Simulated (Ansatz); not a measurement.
Compare A (`C#CCS`) with its isomer B (`C=C1CS1`).

Gas-phase electronic energies from Ansatz, PBE0-D4/def2-TZVP geometries. CCSD(T)/CBS is the MP2 limit (def2-TZVPP, def2-QZVPP) plus CCSD(T) − MP2 in def2-TZVPP, frozen cores. DFT in def2-TZVPP. B3LYP here is the variant with VWN-RPA as its local correlation; programs differ in this. One conformer a species, not always the lowest.

Question: Which isomer does CCSD(T)/CBS put lower? Give the gap. (Best estimate.)

Answer: The calculation gave: B, by 10.3 kcal/mol.

Question: Give E(B) − E(A) in kcal/mol with r2SCAN-D4, CCSD(T)/def2-SVP, PBE0-D4, B3LYP, ωB97M-V, MP2/def2-TZVPP, LDA (SPW92). (Estimate.)

Answer: The calculation gave: r2SCAN-D4 -16.6, CCSD(T)/def2-SVP -10.8, PBE0-D4 -16.8, B3LYP -11.7, ωB97M-V -11.7, MP2/def2-TZVPP -11.0, LDA (SPW92) -20.1. None reverses the order clearly.

Question: Does the order hold for the free energy at 298.15 K (harmonic terms from PBE0-D4)? (An estimate is asked.)

Answer: Computed: Yes: G(B) − G(A) = -7.4 kcal/mol, for one conformer each.

Largest T1 diagnostic: 0.012.

Leaving LDA and LC-ωPBE aside and taking each functional with its dispersion term where it has one, the values, not all of them listed here, spread over 7.2 kcal/mol, from PBE-D4 to BHLYP-D4. LDA lies −2.6 kcal/mol from PBE without D4. From PBE to PBE0 (25 % exact exchange), in def2-TZVPP and without D4, E(B) − E(A) moves by +0.9 kcal/mol.
